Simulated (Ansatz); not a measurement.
# C₂HF₃O: small, medium and large basis sets

One table from this session's results is given with a row withheld; the runs are named, their logs left out.

Method: one geometry, several basis sets; program: Ansatz 0.2.0, Gaussian basis.

Levels to be run: PBE0-D4/def2-SVP; ωB97M-V/def2-SVP; PBE0-D4/def2-QZVPP; ωB97M-V/def2-QZVPP; the functionals' def2-TZVPP values are taken from earlier runs.

**The relaxed structure**

An earlier PBE0-D4 in a triple-zeta def2 set relaxation fixed the geometry.

SMILES `FC1OC1(F)F`, 7 atoms, charge 0, spin multiplicity 1.

Atoms are counted from 1 here; the program's logs count them from 0.

Bond lengths: F1–C2 1.334 Å, C2–O3 1.424 Å, C2–C4 1.445 Å, C2–H7 1.086 Å, O3–C4 1.366 Å, C4–F5 1.322 Å, C4–F6 1.326 Å. Angles: F1–C2–O3 115.2°, F1–C2–C4 119.8°, F1–C2–H7 112.5°, O3–C2–C4 56.8°, O3–C2–H7 116.0°, C4–C2–H7 124.0°, C2–O3–C4 62.4°, C2–C4–O3 60.8°, C2–C4–F5 121.9°, C2–C4–F6 123.1°, O3–C4–F5 116.9°, O3–C4–F6 116.4°, F5–C4–F6 109.4°.

As a file:

```xyz
7
charge 0, multiplicity 1
F    -0.63339   -1.68577    0.23113
C    -0.18141   -0.47394    0.55654
O     1.14861   -0.19015    0.13563
C     0.13214    0.47879   -0.48411
F    -0.06922    0.20961   -1.76307
F     0.09162    1.79170   -0.29960
H    -0.42705   -0.19824    1.57777
```

The first run:

File in.yaml:

```yaml
crystal:
  periodic: [false, false, false]
  atoms:
    - {symbol: F, position_ang: [-0.633393, -1.685769, 0.231128]}
    - {symbol: C, position_ang: [-0.181410, -0.473938, 0.556539]}
    - {symbol: O, position_ang: [1.148610, -0.190153, 0.135627]}
    - {symbol: C, position_ang: [0.132143, 0.478794, -0.484106]}
    - {symbol: F, position_ang: [-0.069222, 0.209607, -1.763067]}
    - {symbol: F, position_ang: [0.091622, 1.791696, -0.299596]}
    - {symbol: H, position_ang: [-0.427050, -0.198238, 1.577775]}
basis:
  gaussian: {orbitals: def2-SVP}
hamiltonian: {xc: pbe0, dispersion: d4}
output: {orbitals: {seedname: orbitals}}
```

Steps of the session up to this table: PBE0-D4 in def2-SVP; ωB97M-V in def2-SVP; PBE0-D4 in def2-QZVPP; ωB97M-V in def2-QZVPP.

One table of the session follows, with a row left open; its other results are not shown here.

It belongs to the step «Density functionals: the series». 

| functional | basis | HOMO (eV) | LUMO (eV) |
| --- | --- | --- | --- |
| PBE0-D4 | def2-SVP | -9.39 | 2.20 |
| PBE0-D4 | def2-TZVPP | ? | ? |
| PBE0-D4 | def2-QZVPP | -9.56 | 0.98 |
| ωB97M-V | def2-SVP | -11.74 | 3.95 |
| ωB97M-V | def2-TZVPP | -11.89 | 3.20 |
| ωB97M-V | def2-QZVPP | -11.94 | 2.05 |

Q: Estimate the row for PBE0-D4, def2-TZVPP from the others.

As computed: HOMO (eV): -9.51; LUMO (eV): 1.65. In the column «HOMO (eV)» it lies between PBE0-D4, def2-QZVPP (-9.56) and PBE0-D4, def2-SVP (-9.39).
